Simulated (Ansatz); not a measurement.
System (SMILES): [C-]#[NH+] (C-NH).
Atoms: C1, N2, H3. Bonds: C1-N2, N2-H3.

Basis-set convergence of the optimised N2-H3 bond length at PBE with Ansatz (a quantum-chemistry and plane-wave program). All functions are spherical. No added dispersion term, no relativity. Reference: the value in aug-pcseg-3, 1.0052 Å. Deviations are taken from unrounded values.

| basis | functions | optimised N2-H3 bond length (Å) | minus reference (Å) |
|---|---|---|---|
| def2-SV(P) | 30 | 1.0126 | 0.0074 |
| def2-SVP | 33 | 1.0125 | 0.0073 |
| def2-SVPD | 48 | 1.0104 | 0.0052 |
| def2-TZVP | 68 | 1.0061 | 0.0010 |
| def2-TZVPP | 76 | 1.0054 | 0.0003 |
| def2-TZVPD | 83 | 1.0066 | 0.0014 |
| def2-TZVPPD | 91 | 1.0056 | 0.0004 |
| def2-QZVPP | 144 | 1.0051 | -0.0001 |
| def2-QZVPPD | 159 | 1.0052 | 0.0000 |

The smallest set listed that lies within 0.003 Å of the reference with all its larger relatives (same family, alike in diffuse functions; a set with none counts only in the reference's own line) is def2-TZVP (68 functions, 0.0010 Å off).
